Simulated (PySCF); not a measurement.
Molecular orbitals of NaP

M06 at R = 2.723 Å; basis Na 3-21G, P 3-21G; no relativity; PySCF 2.14. State: ³Σ⁻ (triplet), unpaired electrons π ↑↑. Only the outer orbitals are listed, counted within each symmetry.

| spin | orbital | occ. | ε (eV) | on Na (%) | main shells (%) |
| --- | --- | --- | --- | --- | --- |
| α | 2π | 1 | -31.89 | 100 | 100 Na p |
| α | 2π | 1 | -31.89 | 100 | 100 Na p |
| α | 6σ | 1 | -31.84 | 100 | 100 Na p |
| α | 7σ | 1 | -13.90 | 0 | 100 P s |
| α | 3π | 1 | -5.00 | 4 | 96 P p |
| α | 3π | 1 | -5.00 | 4 | 96 P p |
| α | 8σ | 1 | -4.96 | 17 | 82 P p, 14 Na s |
| α | 9σ | 0 | -1.87 | 94 | 72 Na s, 21 Na p |
| α | 4π | 0 | -0.54 | 97 | 97 Na p |
| α | 4π | 0 | -0.54 | 97 | 97 Na p |
| β | 2π | 1 | -31.90 | 100 | 100 Na p |
| β | 2π | 1 | -31.90 | 100 | 100 Na p |
| β | 6σ | 1 | -31.85 | 100 | 100 Na p |
| β | 7σ | 1 | -11.76 | 1 | 98 P s |
| β | 8σ | 1 | -4.01 | 28 | 70 P p, 25 Na s |
| β | 3π | 0 | -1.64 | 35 | 65 P p, 35 Na p |
| β | 3π | 0 | -1.64 | 35 | 65 P p, 35 Na p |
| β | 9σ | 0 | -1.58 | 88 | 59 Na s, 29 Na p, 12 P p |

Question: Which are the highest filled and the lowest empty level, where do they sit, and how wide is the gap?

Answer: Highest filled β 8σ at -4.01 eV (in %: 70 P p, 25 Na s); lowest empty α 9σ at -1.87 eV (in %: 72 Na s, 21 Na p); the gap at M06 is 2.14 eV.

```
bond order (Mayer)                              : 0.87
⟨S²⟩                                            : 2.024
charge on Na (Mulliken, basis-dependent)        : 0.45
charge on Na (Löwdin, basis-dependent)          : 0.24
dipole moment (positive dipole means Na(−)P(+)) : -7.56 D
```

3-21G is very small, so such numbers show the basis as much as the molecule. The state was picked by a PBE0 search and need not be the measured ground state.
